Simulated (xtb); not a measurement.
xtb was given this input:
```
$ xtb mol.xyz --gfn 0 --chrg 0 --uhf 0 --json

# file mol.xyz
2

Cl    -0.00000000    -0.00000000    -0.07094563
H      0.00000000     0.00000000     1.20607566
```

What does this run give for the total energy, HOMO-LUMO gap, partial charges in atom order?


The total energy is -4.842669 Ha. The HOMO-LUMO gap is 7.29 eV. The partial charges in atom order is Cl1 -0.19, H2 0.19.
